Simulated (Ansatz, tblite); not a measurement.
**The cluster SiMo₂: a ladder of methods and basis sets**

Aim: run the singlet of the cluster SiMo₂ at one geometry on many levels, and compare frontier levels, spin and run time.

The runs use Ansatz 0.2.0, Gaussian basis; as each input shows.

Plan: GFN1-xTB, GFN2-xTB, PBE-D4/def2-TZVP, r2SCAN-D4/def2-TZVP, r2SCAN0-D4/def2-TZVP, PBE-QIDH/def2-TZVP, B97M-V/def2-TZVP, LC-ωPBE/def2-TZVP, CAM-B3LYP-D4/def2-TZVP, PBE-D4/def2-SVP, PBE0-D4/def2-SVP, PBE0-D4/def2-TZVPD, PBE-D4/def2-TZVPD, r2SCAN-D4/def2-TZVPD, CCSD(T)/def2-TZVPP, MP2/def2-TZVP, RPA/def2-TZVP, CCSD(T)/def2-TZVPD.

1 further run of the same task is left out (it didn't finish). Runs told in other sessions of the task aren't counted.

**1. The relaxed structure**

The singlet was relaxed beforehand with r2SCAN-D4/def2-TZVP. At that level it is the lowest of the isomers that a small search found.

3 atoms, charge 0, spin multiplicity 1.

Bond lengths: Mo1–Si3 2.392 Å, Mo2–Si3 2.392 Å. Angles: Mo1–Si3–Mo2 49.6°.

Mo takes a core potential in the def2 sets. No spin-orbit coupling is included.

PBE0-D4/def2-TZVP was run before; its log isn't repeated, and its numbers join the tables.

**2. GFN1-xTB**

Tight binding, by tblite at 300 K electronic temperature and without a spin-polarisation term:

```python
tblite.interface.Calculator('GFN1-xTB', numbers, positions, charge=0, uhf=0).singlepoint()
```

Energy -152.6707 eV, HOMO -9.90 eV, LUMO -9.38 eV; 0.003 s.

**3. GFN2-xTB**

Tight binding, by tblite at 300 K electronic temperature and without a spin-polarisation term:

```python
tblite.interface.Calculator('GFN2-xTB', numbers, positions, charge=0, uhf=0).singlepoint()
```

Energy -148.4332 eV, HOMO -7.83 eV, LUMO -7.62 eV; 0.006 s.

**4. PBE-D4/def2-TZVP**

start.molden holds the orbitals of an earlier run on this state, given as this run's starting guess.

File in.yaml:

```yaml
crystal:
  periodic: [false, false, false]
  atoms:
    - {symbol: Mo, position_ang: [0.255882, -0.368974, -1.152287]}
    - {symbol: Mo, position_ang: [-1.187664, -0.252123, 0.235109]}
    - {symbol: Si, position_ang: [0.931782, 0.621106, 0.917178]}
basis:
  gaussian: {orbitals: def2-TZVP, initial_orbitals: start.molden}
hamiltonian: {xc: pbe, dispersion: d4}
scf: {omitted_lower_state_checks: [starts]}
output: {orbitals: {seedname: orbitals}}
```

Started as:

```
ansatz run in.yaml --threads 4 --pin off --events-out ev --progress --plain --max-ram 3916MiB
```

The runs that follow: r2SCAN-D4/def2-TZVP; r2SCAN0-D4/def2-TZVP; PBE-QIDH/def2-TZVP; B97M-V/def2-TZVP; LC-ωPBE/def2-TZVP; CAM-B3LYP-D4/def2-TZVP; PBE-D4/def2-SVP; PBE0-D4/def2-SVP; PBE0-D4/def2-TZVPD; PBE-D4/def2-TZVPD; r2SCAN-D4/def2-TZVPD; CCSD(T)/def2-TZVPP; MP2/def2-TZVP; RPA/def2-TZVP; CCSD(T)/def2-TZVPD.

**Question.** What will the summary of the whole plan be? Wanted: gap in def2-TZVP, named functionals, smallest and largest; correlation energy, CCSD(T)/def2-TZVPP; correlation energy, MP2/def2-TZVP; correlation energy, CCSD(T)/def2-TZVPD; binding an atom, functionals in def2-TZVP; PBE0 total energy, smallest basis above largest.

**Answer**, as computed:

```
                                                 quantity                                value
gap in def2-TZVP, named functionals, smallest and largest  1.53 eV (PBE-D4), 6.52 eV (LC-ωPBE)
                   correlation energy, CCSD(T)/def2-TZVPP                            -35.97 eV
                        correlation energy, MP2/def2-TZVP                            -31.91 eV
                   correlation energy, CCSD(T)/def2-TZVPD                            -30.02 eV
                binding an atom, functionals in def2-TZVP   1.14 (LC-ωPBE) to 2.74 eV (PBE-D4)
          PBE0 total energy, smallest basis above largest       3.95 eV (def2-SVP, def2-TZVPD)
```

What this shows: Over the named functionals in def2-TZVP the gap runs from 1.53 eV (PBE-D4) to 6.52 eV (LC-ωPBE); exact exchange widens it. Notes on CCSD(T)/def2-TZVPP: large T1 diagnostic.
